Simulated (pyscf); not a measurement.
**Rearrangement: `[C-]#[N+][CH3]` → `[CH]1=[N][CH2]1`**

Gas phase, singlet surface, charge 0. Bonds broken: C1–H4. Bonds formed: C1–C3, C3–H4. Single points on ωB97X-D3(BJ)/def2-SVP structures (PySCF, gas phase). Correlated levels are frozen-core, on RHF or UHF. ΔMP2 is the change of the MP2 total energy from the triple- to the quadruple-zeta basis.

Transition state (Å):

```xyz
6

C     -0.7390     0.1070     0.1121
N     -0.8353    -1.1089     0.8649
C     -1.6341    -1.2728    -0.1069
H     -1.8760    -0.5633    -0.9543
H      0.1395     0.2519    -0.5274
H     -1.2564     0.9949     0.4937
```

One imaginary mode, 951i cm⁻¹; descent along it reached the two sides named.

```
bond   change  reactant side (Å)  saddle  product side
-----  ------  -----------------  ------  ------------
C1–H4  breaks              1.100   1.697         2.473
C1–C3   forms              2.593   1.659         1.450
C3–H4   forms                3.1   1.131         1.093
```

Electronic energies relative to the reactant's lowest minimum found (eV):

```
level                             barrier  reaction energy  reverse barrier
--------------------------------  -------  ---------------  ---------------
ωB97X-D3(BJ)/def2-TZVP               3.03            +1.00             2.04
PBE/def2-TZVP                        2.56            +0.81             1.75
r²SCAN/def2-TZVP                     2.72            +0.91             1.81
B3LYP-D3(BJ)/def2-TZVP               3.01            +1.09             1.92
PBE0-D3(BJ)/def2-TZVP                2.79            +0.87             1.92
M06-2X/def2-TZVP                     3.00            +1.01             1.99
ωB97M-D3(BJ)/def2-TZVP               3.03            +1.08             1.95
HF/def2-TZVP                         3.85            +1.49             2.36
MP2/def2-QZVPP                       2.83            +0.96             1.87
CCSD/def2-TZVPP                      3.09            +1.11             1.98
CCSD(T)/def2-TZVPP                   2.92            +1.06             1.86
CCSD(T)/def2-TZVPP + ΔMP2(QZVPP)     2.90            +1.04             1.87
```

With CCSD(T)/def2-TZVPP + ΔMP2(QZVPP) energies and thermal terms (ideal gas, 1 atm, RRHO with modes under 100 cm⁻¹ raised to 100, one conformer, R ln 2 for rigid chiral ones), in eV:

```json
[
 {"T (K)": "298", "ΔH‡": "2.78", "ΔG‡": "2.78", "ΔH": "+1.02", "ΔG": "+1.02"},
 {"T (K)": "600", "ΔH‡": "2.77", "ΔG‡": "2.78", "ΔH": "+1.01", "ΔG": "+1.03"},
 {"T (K)": "900", "ΔH‡": "2.76", "ΔG‡": "2.80", "ΔH": "+1.02", "ΔG": "+1.03"},
 {"T (K)": "1200", "ΔH‡": "2.74", "ΔG‡": "2.81", "ΔH": "+1.02", "ΔG": "+1.04"}
]
```

The same reactants have a lower exit, to H₃C–C≡N (barrier +1.69 eV at ωB97M-D3(BJ), against +3.03 eV here). C⁻≡N⁺–CH₃ lies 0.98 eV over its isomer H₃C–C≡N, and others may lie lower still (electronic energy, ωB97M-D3(BJ)). cyclic C₂H₃N (SMILES C1=NC1) lies 2.05 eV over its isomer H₃C–C≡N, and others may lie lower still (electronic energy, ωB97M-D3(BJ)). This is the saddle that the search found; another between the same sides may lie lower. The CCSD(T) − MP2 part came from Ansatz, without density fitting, on the same reference.
